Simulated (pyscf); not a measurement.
Single points on ωB97X-D3(BJ)/def2-SVP structures (PySCF, gas phase).

Q: Estimate the classical barrier height and the reaction energy of H₂N–Ti(NH₂)(NH₂)–NH₂ (SMILES [NH2][Ti]([NH2])([NH2])[NH2]) + H₂O (SMILES O) → NH₃ (SMILES N) + H₂N–Ti(NH₂)(NH₂)–OH (SMILES [NH2][Ti]([NH2])([NH2])[OH]) at ωB97M-D3(BJ)/def2-TZVP. The step runs on the singlet surface, breaks N–Ti, H–O and forms H–N, O–Ti; take the separated reactants as zero.

A: ΔE‡ = -2.2 kcal/mol, ΔE = -16.0 kcal/mol. Zero-point energy shifts the barrier by +1.1 kcal/mol. It is a four-centre exchange, with an imaginary mode of 979i cm⁻¹. On the reactant side the descent ends in a bound adduct, 9.4 kcal/mol under the separated species and 6.0 kcal/mol under the saddle at ωB97X-D3(BJ)/def2-TZVP. On the product side the descent ends in an adduct with a N–Ti contact, 11.6 kcal/mol under the separated species and 24.0 kcal/mol under the saddle at ωB97X-D3(BJ)/def2-TZVP. At ωB97M-D3(BJ) the saddle lies under the separated reactants, which points to a path from their complex (located at ωB97X-D3(BJ) alone). What is counted as broken (N–Ti) persists as a longer contact in the product adduct; parting that adduct is a step of its own. One saddle was located; it need not be the lowest between these sides.
